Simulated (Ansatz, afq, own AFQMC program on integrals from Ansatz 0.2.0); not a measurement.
## Where AFQMC and coupled cluster stand for Cl⁺, triplet

A free Cl cation.

Basis cc-pVDZ. Only valence electrons are correlated. Ansatz 0.2.0 and our own AFQMC program on the same integrals; the CISD trial comes from CCSD amplitudes, and released means the phaseless constraint is let go. Free projection: walkers drawn from exp(T), propagated without any constraint. Its projection time is finite, and what remains of the start isn't in its error. Error bars are statistical, one sigma.

Determinant: UHF, the one that the program's search chose, which needn't be the lowest solution.

Full CI on the same integrals is exact in this basis and with this determinant's frozen core.

```
T1 diagnostic                               : 0.0062
weight of the determinant in the CISD state : 0.954
⟨S²⟩ of the determinant                     : 2.007
size of the correlated space                : 6 electrons in 13 orbitals
```

| level | correlation energy (eV) |
| --- | --- |
| MP2 | -2.3791 |
| CCSD | -2.8994 |
| CCSD(T) | -2.9287 |

Problem. Estimate where AFQMC with the constraint released lies against CCSD(T) on the same integrals.

Solution. 0.8 ± 0.2 kJ/mol below CCSD(T).

Reference: full CI, correlation energy -2.938 eV. The released energy is read at 2.40 1/Eh (meV from the phaseless value at times in 1/Eh: -2.4 ± 1.8 at 0.24, -1.2 ± 1.7 at 0.51, -0.3 ± 1.4 at 0.99, -3.6 ± 1.5 at 1.62, -2.9 ± 1.7 at 2.40).

```json
{"level": "CCSD(T)", "E − E(reference) (kJ/mol)": "0.9", "share of correlation (%)": "99.67"}
{"level": "CCSDT", "E − E(reference) (kJ/mol)": "0.3", "share of correlation (%)": "99.90"}
{"level": "CCSDT(Q)", "E − E(reference) (kJ/mol)": "0.1", "share of correlation (%)": "99.98"}
{"level": "CCSDTQ", "E − E(reference) (kJ/mol)": "0.0", "share of correlation (%)": "100.00"}
{"level": "ph-AFQMC/HF", "E − E(reference) (kJ/mol)": "8.0 ± 2.0", "share of correlation (%)": "97.19"}
{"level": "ph-AFQMC/CISD", "E − E(reference) (kJ/mol)": "0.4 ± 0.1", "share of correlation (%)": "99.87"}
{"level": "released AFQMC", "E − E(reference) (kJ/mol)": "0.1 ± 0.2", "share of correlation (%)": "99.97"}
{"level": "free AFQMC", "E − E(reference) (kJ/mol)": "-0.1 ± 0.3", "share of correlation (%)": "100.03"}
```

CCSDT and higher add their correlation energy to the determinant of the CCSD(T) run, since their own runs factorise the integrals more tightly (a shift of under 2 meV). Free projections are given only where their last times agree within the noise and don't stop above the reference; a slow remainder of the start can still hide under it. A walk keeps the symmetry of its determinant, which the program's search chose and which needn't be the lowest solution, so a lower state of the same spin and another symmetry isn't excluded. Released energies are given only where the last usable release times agree within the noise; a slower fall can still hide under it.
